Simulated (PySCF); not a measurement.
## Working out the ionisation energy of Ar

Ar [Ar] (1S) → Ar⁺ [Ne] 3s2 3p5 (2P). Calculation: PySCF 2.14, in dyall-acv3z (19s12p6d4f, 113 functions); the spin-free X2C one-electron Hamiltonian (Gaussian nucleus). Frozen: 1s2; the 15 highest virtual orbitals dropped. Energies in hartree (1 hartree = 27.21139 eV):

| part | Ar (lower) | Ar⁺ (upper) |
| --- | --- | --- |
| UHF | -528.631798 | -528.097867 |
| MP2 opposite-spin | -0.396405 | -0.366517 |
| MP2 same-spin | -0.146553 | -0.131673 |

**Question.** What does Hartree-Fock give?

**Answer.** (-528.097867) − (-528.631798) = 0.533931 hartree = 14.529 eV.

**Question.** What do MP2 and SCS-MP2 (6/5 opposite-spin, 1/3 same-spin) give?

**Answer.** The opposite-spin parts differ by 0.813 eV and the same-spin parts by 0.405 eV. MP2: 14.529 + (0.813) + (0.405) = 15.747 eV. SCS-MP2: 14.529 + 1.2 × (0.813) + (0.405)/3 = 15.640 eV.

Measured between the centres of the two terms (NIST): 15.819 eV, so MP2 (valence and next inner shell) is off by -0.072 eV.

What remains against the reference includes basis incompleteness, the frozen core and correlation beyond second order.
